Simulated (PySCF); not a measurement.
**Gas-phase thermal properties of CCl2**

Computed with PySCF (xtb for GFN2) and rigid-rotor harmonic-oscillator thermochemistry at 1 bar. The comparison is the NASA 1993 polynomial table, which mixes measured and estimated data. 6-31G* has spherical d functions here. All species are closed-shell singlets. B3LYP is the form with VWN-RPA correlation. The harmonic model lacks anharmonicity and excited electronic states, which grow with temperature; levels with a mode under 35 cm⁻¹ are left out. The table's entry may be an old estimate for CCl2 (not checked at source).

| level | point group | σ | ZPE (kJ/mol) | S°298 (J/mol/K) | Cp298 (J/mol/K) | S°1000 (J/mol/K) | H1000 − H298 (kJ/mol) |
|---|---|---|---|---|---|---|---|
| table | - | - | - | 265.4 | 46.3 | 329.6 | 38.1 |
| B3LYP/6-31G* | C2v | 2 | 10.4 | 266.0 | 46.8 | 330.1 | 37.8 |
| GFN2-xTB | C2v | 2 | 11.1 | 264.2 | 46.0 | 327.6 | 37.5 |
| HF/6-31G* | C2v | 2 | 12.0 | 263.8 | 44.9 | 326.4 | 37.1 |
| PBE/def2-SVP | C2v | 2 | 10.5 | 266.0 | 46.8 | 330.0 | 37.8 |
| PBE0/def2-TZVP | C2v | 2 | 11.2 | 264.6 | 45.9 | 328.0 | 37.5 |
σ: rotational symmetry number. Electronic degeneracy used: 1. Frequencies are unscaled.
